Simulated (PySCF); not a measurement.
NMR data simulated for an unnamed compound:

1H NMR (400 MHz, computed): δ 5.26 (d, J = 52.7 Hz, 2H).

13C{1H} NMR (computed): δ 119.0 (C, d, J = 22.0 Hz), 69.2 (CH2, d, J = 239.1 Hz).

Computational details: geometry: GFN2-xTB, σ from GIAO-PBE0/pcSseg-1, J couplings at B3LYP/pcJ-1, in PySCF (non-relativistic Hamiltonian, single conformer, isolated molecule, averaged over atoms made equivalent by symmetry, fast rotation or ring inversion).

References, each an isolated molecule treated in the same way: 1H (σ = 31.72 ppm), 13C (σ = 186.93 ppm) against TMS.

Problem. Which of these does the molecule contain: a CF3 group, a Si–CH3 group, a heteroaromatic ring, a nitrile?

Solution. 
- A CF3 group: no.
- A Si–CH3 group: no.
- A heteroaromatic ring: no.
- A nitrile: yes (δC 119.0).

The data belong to fluoroacetonitrile (N#CCF, C$_{2}$H$_{2}$FN); they needn't prove each group on their own.

Carbon signals by region: 1 in the sp2 and nitrile region (100–160 ppm), 1 at 50–100 ppm.

Common functionals overestimate the size of one-bond C–F couplings by tens of Hz; these are unscaled. Multiplet labels drop couplings under 1 Hz and merge nearly equal ones. Shifts are as computed. Against solution values, carbons near 30 ppm lie about +3 ppm off and those near 130 ppm about +5 ppm. Of 1211 compounds with measured shifts, 218 miss one by over three times the rms of a fit or turn the order of signals round; such compounds aren't used in these exercises.
